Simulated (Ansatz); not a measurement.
## How far each method lies from full CI for GaH₂⁺, triplet

Geometry: a point of a stretch scan, not a stationary point.

```yaml
atoms:
  - { symbol: Ga, position_ang: [0.0000, -0.0085, -0.0519] }
  - { symbol: H, position_ang: [0.0000, 1.6327, 2.2105] }
  - { symbol: H, position_ang: [0.0000, -1.0467, 1.3793] }
```

Basis cc-pVTZ; Ansatz 0.2.0. Correlated methods freeze the noble-gas cores and the filled d shells of p-block atoms, which leaves 4 electrons in 57 orbitals. R marks a restricted (for open shells ROHF) determinant, U an unrestricted one. Active spaces: pair = (4e, 4o) about the gap; valence = (4e, 6o) chosen from the atoms' valence shells. No spin–orbit coupling is included, and no scalar relativity.

Full CI is exact within this basis and frozen core; it isn't the basis-set limit. The frozen core follows each run's orbitals, which can shift R against U totals by a few meV for light atoms and by up to 0.1 eV past Ca.

For open shells CISD is restricted-active-space CI with the open shells as a complete middle space.

- UHF ⟨S²⟩: 2.057
- T1 diagnostic (RCCSD): 0.0421
- largest doubles amplitude (RCCSD): 0.094

```json
{"level": "RHF", "E − E(full CI) (kcal/mol)": "36.38", "share of correlation (%)": "0.00", "wall time": "–"}
{"level": "RMP2", "E − E(full CI) (kcal/mol)": "9.58", "share of correlation (%)": "73.67", "wall time": "–"}
{"level": "CISD", "E − E(full CI) (kcal/mol)": "0.87", "share of correlation (%)": "97.62", "wall time": "1.9 s"}
{"level": "RCCSD", "E − E(full CI) (kcal/mol)": "0.73", "share of correlation (%)": "97.99", "wall time": "–"}
{"level": "RCCSD(T)", "E − E(full CI) (kcal/mol)": "0.14", "share of correlation (%)": "99.62", "wall time": "5.5 s"}
{"level": "BCCD(T)", "E − E(full CI) (kcal/mol)": "0.13", "share of correlation (%)": "99.65", "wall time": "2.9 s"}
{"level": "RCCSDT", "E − E(full CI) (kcal/mol)": "-0.03", "share of correlation (%)": "100.08", "wall time": "–"}
{"level": "RCCSDT(Q)", "E − E(full CI) (kcal/mol)": "-0.03", "share of correlation (%)": "100.09", "wall time": "16 s"}
{"level": "CASSCF (pair space)", "E − E(full CI) (kcal/mol)": "19.93", "share of correlation (%)": "45.23", "wall time": "–"}
{"level": "NEVPT2 (pair space)", "E − E(full CI) (kcal/mol)": "7.76", "share of correlation (%)": "78.67", "wall time": "3 s"}
{"level": "MRCISD (pair space)", "E − E(full CI) (kcal/mol)": "0.51", "share of correlation (%)": "98.59", "wall time": "–"}
{"level": "MRCISD+Q (pair space)", "E − E(full CI) (kcal/mol)": "-0.07", "share of correlation (%)": "100.18", "wall time": "3.7 s"}
{"level": "CASSCF (valence space)", "E − E(full CI) (kcal/mol)": "11.01", "share of correlation (%)": "69.73", "wall time": "–"}
{"level": "NEVPT2 (valence space)", "E − E(full CI) (kcal/mol)": "3.14", "share of correlation (%)": "91.37", "wall time": "3 s"}
{"level": "NEVPT4(SD) (valence space)", "E − E(full CI) (kcal/mol)": "0.61", "share of correlation (%)": "98.31", "wall time": "3.6 s"}
{"level": "MRCISD (valence space)", "E − E(full CI) (kcal/mol)": "0.32", "share of correlation (%)": "99.12", "wall time": "–"}
{"level": "MRCISD+Q (valence space)", "E − E(full CI) (kcal/mol)": "0.19", "share of correlation (%)": "99.47", "wall time": "3.8 s"}
```

The correlation energy at full CI, counted from RHF, is -1.578 eV. That run took 8 s on 1 thread of Intel Xeon Platinum 8259CL, shared host over 1,292,040 determinants.

Run but not shown, since their state or frozen core can't be matched to the reference's or they repeat it: UHF, UMP2, UCCSD, UCCSD(T), UCCSDT, UCCSDT(Q).

Times hold each run's SCF and search for its determinant on a shared host, so for small cases they say little of a method's own cost; they ran on 1 thread of Intel Xeon Platinum 8259CL.

The full-CI state has the irrep A' of Cs, in the program's axes.

Natural occupations of full CI about the gap: 1.920 0.999 0.988 0.035 0.021 0.020 0.004 0.004 0.004 0.002; effectively unpaired electrons, Σ n²(2−n)², 2.03.
